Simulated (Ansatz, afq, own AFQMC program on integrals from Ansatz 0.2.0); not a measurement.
CHB, triplet in 6-31G, levels against full CI

| atom | x (Å) | y (Å) | z (Å) |
| --- | --- | --- | --- |
| B | 0.0000 | 0.0000 | 0.6744 |
| C | 0.0000 | 0.0000 | -2.5276 |
| H | 0.0000 | 0.0000 | 1.8531 |

Connectivity, by distances: BH ··· C.

Basis 6-31G. Only valence electrons are correlated. AFQMC by an in-house program on the Cholesky factors that Ansatz 0.2.0 writes for its CCSD(T) run. ph-AFQMC/CISD is guided by a CISD state made of CCSD amplitudes; releasing the constraint for a short imaginary time cuts its bias at the price of noise, slowly where states lie close. Error bars are statistical, one sigma.

Determinant: ROHF, the one that the program's search chose, which needn't be the lowest solution. The geometry is a point of a scan.

Full CI on the same integrals is exact in this basis and with this determinant's frozen core.

Cautions: lower spins were not checked; a spin-contaminated unrestricted determinant lies lower (UHF 174 meV lower, ⟨S²⟩ 2.43).

The T1 diagnostic is 0.0142, the weight of the determinant in the CISD state is 0.898 and the size of the correlated space is 8 electrons in 18 orbitals.

Reference: full CI, correlation energy -2.744 eV. The released energy is read at 2.40 1/Eh (meV from the phaseless value at times in 1/Eh: -3.1 ± 1.3 at 0.24, -6.8 ± 1.4 at 0.51, -6.6 ± 1.3 at 0.99, -10.0 ± 2.1 at 1.62, -7.0 ± 1.9 at 2.40).

```
         level  E − E(reference) (kcal/mol)  share of correlation (%)
            HF                        63.28                      0.00
           MP2                        23.94                     62.17
          CCSD                         1.26                     98.01
       CCSD(T)                         0.44                     99.30
         CCSDT                         0.07                     99.89
      CCSDT(Q)                         0.03                     99.96
        CCSDTQ                         0.00                    100.00
   ph-AFQMC/HF                  1.63 ± 0.63                     97.42
 ph-AFQMC/CISD                  0.30 ± 0.03                     99.53
released AFQMC                  0.14 ± 0.04                     99.78
```

CCSDT and higher add their correlation energy to the determinant of the CCSD(T) run, since their own runs factorise the integrals more tightly (a shift of under 2 meV). A walk keeps the symmetry of its determinant, which the program's search chose and which needn't be the lowest solution, so a lower state of the same spin and another symmetry isn't excluded. Released energies are given only where the last usable release times agree within the noise; a slower fall can still hide under it.
